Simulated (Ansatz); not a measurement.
# Structural energy differences of sodium

All numbers below come from DFT, LDA (PW92), plane waves (420 eV) with PAW, scalar-relativistic (Ansatz). (PAW data from PBE, frozen cores regenerated.)

Each structure is relaxed within its own symmetry, so a high-lying one may be dynamically unstable.

```tsv
structure	ΔE (meV/atom)	V (Å³/atom)	cell	magnetic state
hcp	-1	33.52	a = 3.619 Å, c = 5.909 Å (c/a = 1.633)	spin not included
bcc	0	33.40	a = 4.057 Å	spin not included
fcc	0	33.49	a = 5.117 Å	spin not included
dhcp	2	33.48	a = 3.625 Å, c = 11.767 Å (c/a = 3.246)	spin not included
omega (AlB2-type)	12	33.57	a = 5.816 Å, c = 3.439 Å (c/a = 0.591)	spin not included
A15	14	33.62	a = 6.455 Å	spin not included
simple cubic	122	35.92	a = 3.299 Å	spin not included
diamond	353	48.29	a = 7.283 Å	spin not included
```

ΔE counts from bcc.

Differences under about 8 meV lie within the error of the k-point mesh.
